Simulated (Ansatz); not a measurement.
## Bend profile

C$_{2}$H$_{6}$O (SMILES CCO), singlet, at its PBE0-D4/def2-TZVP minimum:

C1  (-0.536, 0.572, -0.468)
C2  (0.307, -0.600, -0.015)
O3  (1.206, -0.261, 1.022)
H4  (-1.182, 0.285, -1.303)
H5  (0.098, 1.401, -0.789)
H6  (-1.182, 0.928, 0.341)
H7  (0.932, -0.957, -0.837)
H8  (-0.338, -1.438, 0.286)
H9  (0.695, 0.070, 1.765)
(Å)

The angle H8–C2–O3 (110.8° at the minimum) is set to the values below, H8, with anything bonded beyond it, turning rigidly in the plane of the angle. Each method's energies count from its own value at the PBE0-D4 minimum structure. Program: Ansatz 0.2.0. Basis: def2-TZVPP. Cores are frozen in the correlated methods.

CCSD(T) energies along the scan:
```
angle (°)  CCSD(T) (kcal/mol)
     92.8                8.73
     97.3                4.87
    101.8                2.14
    106.3                0.53
    110.8                0.00
    115.3                0.52
    119.8                2.07
    124.3                4.63
    128.8                8.19
```
They count from the CCSD(T) energy at the PBE0-D4 minimum.

Largest difference from the CCSD(T) curve over the scan: PBE0-D4 0.18; wB97M-V 0.19; MP2 0.05 kcal/mol. Each curve counts from its own value at the minimum.

T1 diagnostic: at most 0.010.

For scale, one of the runs: CCSD(T)/def2-TZVPP, 177 basis functions (an equivalent command: `ansatz run in.yaml --threads 2`). Time: 34 s of wall clock on 2 CPU threads; the host was shared. Peak host memory: 1.7 GiB.
